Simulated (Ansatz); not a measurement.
Cartesian coordinates (Å):
SMILES: S
```xyz
3

S     -0.0097     0.6194     0.0000
H     -0.9622    -0.3249     0.0000
H      0.9719    -0.2945     0.0000
```
Charge 0, multiplicity 1.

Calculation: frozen-core CCSD(T)/def2-TZVPP // PBE0-D3(BJ)/def2-TZVP (Ansatz, a program for electronic structure).

- HF energy = -398.70765 Ha
- MP2 correlation energy = -0.19113 Ha

Task: Estimate the CCSD correlation energy, the (T) correction, the total energy and the T1 diagnostic.

Result: 
```
Quantity                         Value
-----------------------  -------------
CCSD correlation energy    -0.21546 Ha
(T) correction             -0.00801 Ha
CCSD(T) total energy     -398.93111 Ha
T1 diagnostic                    0.009
```
